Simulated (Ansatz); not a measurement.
# AlHO (singlet): wave-function methods side by side at distance Al1–O2 = 4.607 Å, 6-31G

One table from this session's results is given with a row withheld; the runs are named, their logs left out.

Computed with Ansatz 0.2.0, Gaussian basis. Level: 6-31G, core rule «outside noble gas», up to 6 orbitals frozen.

Plan: UHF; CCSD(T) on RHF; CCSD(T) on UHF; BCCD(T) on RHF; CISD; CCSDT(Q) on RHF; CCSDT(Q) on UHF; CISDTQ; CCSDTQ on RHF; CASSCF and MRCISD+Q, 2 electrons in 2 orbitals; CASSCF and NEVPT2, 2 electrons in 2 orbitals; CASSCF and MRCISD+Q, 10 electrons in 9 orbitals; CASSCF and MRCISD+Q(relaxed), 10 electrons in 9 orbitals; CASSCF and NEVPT2, 10 electrons in 9 orbitals; Full CI.

41 further runs of the same task are left out: 24 for a known fault of the program, 12 that didn't finish, 5 set aside as unsound or not needed.

## What is computed

The geometry derives from a PBE0/def2-TZVP stationary point (not a proven minimum). One bond is set to the value named and the two fragments are kept rigid.

3 atoms, charge 0, spin multiplicity 1.

Atoms are counted from 1 here; the program's logs count them from 0.

Bond lengths: O2–H3 0.950 Å.

The first run:

The input, in.yaml:

```yaml
crystal:
  periodic: [false, false, false]
  atoms:
    - {symbol: Al, position_ang: [0.000000, 0.000000, 3.388012]}
    - {symbol: O, position_ang: [0.000000, 0.000000, -1.218988]}
    - {symbol: H, position_ang: [0.000000, 0.000000, -2.169024]}
basis:
  gaussian: {orbitals: 6-31G}
magnetization: {spin_polarized: true, initial_magnetization: 0}
hamiltonian: {xc: hf}
output: {orbitals: {seedname: orbitals}}
```

On the command line:

```sh
> ansatz run in.yaml --threads 1 --pin off --events-out ev --progress --plain --max-ram 2393MiB
```

Steps of the session up to this table: UHF; CCSD(T) on RHF; CCSD(T) on UHF; BCCD(T) on RHF; CISD; CCSDT(Q) on RHF; CCSDT(Q) on UHF; CISDTQ; CCSDTQ on RHF; CASSCF and MRCISD+Q, 2 electrons in 2 orbitals; CASSCF and NEVPT2, 2 electrons in 2 orbitals; CASSCF and MRCISD+Q, 10 electrons in 9 orbitals; CASSCF and MRCISD+Q(relaxed), 10 electrons in 9 orbitals; CASSCF and NEVPT2, 10 electrons in 9 orbitals; Full CI.

One of the session's tables, all rows but one given; the rest of the session is left out.

| method | from FCI (meV) |
| --- | --- |
| RHF | ? |
| UHF | +3470.8 |
| RMP2 | +2062.4 |
| UMP2 | +628.2 |
| CISD | +2030.9 |
| RCCSD | +530.4 |
| UCCSD | +33.1 |
| RCCSD(T) | -28248.2 |
| UCCSD(T) | +15.4 |
| BCCD(T) | -192.5 |
| RCCSDT | +32.5 |
| UCCSDT | +10.9 |
| CISDTQ | +166.9 |
| RCCSDT(Q) | -224.6 |
| UCCSDT(Q) | +5.1 |
| RCCSDTQ | +7.6 |
| FCI | 0 |

Q: Estimate the row for RHF from the others.

**Answer.** from FCI (meV): +6873.8. In the column «from FCI (meV)» it is the highest.

Among the levels timed on like hardware and quicker than the yardstick, those that no quicker one beats, quickest first: CISD (0.57 s, +2030.9 meV); BCCD(T) (1.2 s, -192.5 meV); UCCSD(T) (2.2 s, +15.4 meV); UCCSDT(Q) (15 s, +5.1 meV).

Left out of the table: CASSCF pair, NEVPT2 pair, MRCISD pair, MRCISD+Q pair, CASSCF valence, NEVPT2 valence, MRCISD valence, MRCISD+Q valence (the active space lost an orbital or holds another state than full CI finds).

Caveats from the session: The determinant is far from a pure spin state, so its energy mixes those of several spin states (harmless only where they are near-degenerate, as at dissociation). The report flags that the cluster equations may have other roots. The yardstick is full CI for this spin, exact in this basis with these frozen cores. Left out of the table: MRCISD+Q(relaxed) valence (another determinant or state than the rows shown). The program flags RCCSD(T), BCCD(T), RCCSDT(Q), RCCSDTQ as in doubt, so those rows may rest on another solution; read them beside their warnings. RCCSD(T), BCCD(T), RCCSDT(Q) fall below full CI, which methods that aren't variational can do. Restricted and unrestricted rows rest on different reference determinants; where their highest levels disagree by more than a few hundredths of an eV, they describe different states and don't form one ladder. Warnings in the runs' records: large difference, other roots.
